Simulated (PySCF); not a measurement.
System: C₄H₃O (charge 0, doublet). It need not be the lowest isomer of its formula. 
Structure (B3LYP-D3(BJ)/def2-TZVP (Ansatz) minimum search):
```
C
C 1 1.3541
H 2 1.0744 1 134.70
H 1 1.0774 2 126.30 3 0.00
O 2 1.3837 3 115.79 1 -180.00
C 5 1.3270 2 105.68 3 180.00
C 6 1.3513 5 114.05 2 0.00
H 7 1.0745 6 128.18 5 -180.00
```
Charge 0, spin multiplicity 2.

Dispersion corrections to the total energy (kcal/mol) from the dftd3 and dftd4 libraries through PySCF: D3(BJ) without and D4 with the three-body term, each with the damping fitted for the functional named.

```csv
functional,D3(BJ),D4
LC-wPBE,-3.26,-4.07
B2GP-PLYP,-2.16,-1.48
BHLYP,___,-4.10
HF,___,-15.17
HSE06,-2.19,-2.78
TPSS,-4.50,___
BP86,-5.56,-4.72
```

Q: What belongs in the gaps?

A: 
- BHLYP, D3(BJ): -4.87
- HF, D3(BJ): -34.26
- TPSS, D4: -5.00
